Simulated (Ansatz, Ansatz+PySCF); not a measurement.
```csv
atom,x (Å),y (Å),z (Å)
C,0.0255,0.0409,-0.5095
O,0.0441,0.0175,0.6891
H,-0.0199,-0.9655,-1.1654
H,-0.0242,0.9040,-1.1079
```

RHF-MP2 on singlet CH2O was run in several spherical basis sets with Ansatz (development build ahead of 0.2.0). Frozen core: 2 orbitals.

Q: Rank the basis sets by the total energy that they give, lowest first, with the distance from the lowest.
A. STO-3G
B. cc-pVTZ
C. def2-TZVP
D. 6-31G(d)
E. aug-cc-pVDZ
F. cc-pVDZ
G. def2-SVP
H. 6-31G

A: B (0.00 eV), C (0.06 eV), E (2.42 eV), F (3.10 eV), D (3.92 eV), G (5.77 eV), H (7.69 eV), A (50.04 eV).

Totals follow the description of the cores as much as that of the bonds, so this order isn't one of quality for chemistry.
